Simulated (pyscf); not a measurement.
Structures and frequencies: ωB97X-D3(BJ)/def2-SVP in PySCF.

**Question.** Estimate the classical barrier height and the reaction energy of `[OH][Si]([OH])([F])[F]` + `[OH][SiH3]` → `[OH][Si]([F])([F])[O][SiH3]` + `[OH2]` at ωB97M-D3(BJ)/def2-TZVP. The step runs on the singlet surface, breaks H–O, O–Si and forms O–Si, H–O; take the separated reactants as zero.

**Answer.** ΔE‡ = 21.1 kcal/mol, ΔE = -3.6 kcal/mol. Zero-point energy shifts the barrier by +0.4 kcal/mol. It is a four-centre exchange, with an imaginary mode of 598i cm⁻¹. On the reactant side the descent ends in a complex (not fully relaxed), 7.4 kcal/mol under the separated species and 28.0 kcal/mol under the saddle at ωB97X-D3(BJ)/def2-TZVP. On the product side the descent ends in a complex (not fully relaxed), 6.3 kcal/mol under the separated species and 31.8 kcal/mol under the saddle at ωB97X-D3(BJ)/def2-TZVP. One saddle was located; it need not be the lowest between these sides.
